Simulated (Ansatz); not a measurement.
`CC=C=S` + H₂ → `C=C=S` + CH₄ at 400 K and 1 bar (hydrogenolysis of a C–C bond).

Calculated with Ansatz (gas phase, PBE0-D4/def2-TZVP geometries, no zero-point term in ΔE). CCSD(T)/CBS adds triple-zeta CCSD(T) − MP2 to the extrapolated MP2 energy (def2 sets, frozen cores). This one scheme is used for every species.

```csv
species,CCSD(T)/CBS energy (Eh),H − E (kJ/mol),S (J/(mol·K))
`CC=C=S`,-514.28711,178.0,320.2
H₂,-1.17544,38.0,139.0
`C=C=S`,-475.02456,95.5,269.5
CH₄,-40.46206,131.3,197.2
```

H − E and S are ideal-gas, rigid-rotor, harmonic terms from PBE0-D4/def2-TZVP. The MP2-based limit puts H₂ 0.8 mEh under its directly extrapolated value; such offsets cancel only in part. 1 Eh = 2625.50 kJ/mol, R = 8.31446 J/(mol·K).

Problem. By hand: ΔE, ΔH, ΔS and ΔG.

Solution. ΔE = (-475.02456) + (-40.46206) − (-514.28711) − (-1.17544) = -0.02407 Eh = -63.2 kJ/mol. Δ(H − E) = 95.5 + 131.3 − 178.0 − 38.0 = 10.8, so ΔH = -52.4 kJ/mol. ΔS = 269.5 + 197.2 − 320.2 − 139.0 = 7.5 J/(mol·K). ΔG = -52.4 − 400 × (7.5)/1000 = -55.4 kJ/mol.

Problem. By hand: the equilibrium constant, and the temperature at which ΔG would vanish if ΔH and ΔS stayed fixed.

Solution. log₁₀ K = −ΔG/(RT ln 10) = 7.2. ΔH and −TΔS have one sign here, so there is no such temperature.

The number of gas molecules stays the same, so ΔS is small and ΔH decides. A doubt of 5 kJ/mol in ΔE shifts log₁₀ K by 0.7 here. These are equilibria of isolated gas molecules and say nothing of rates. Largest T1 diagnostic: 0.017 (customary marks: 0.02 for closed shells, 0.045 for open ones).
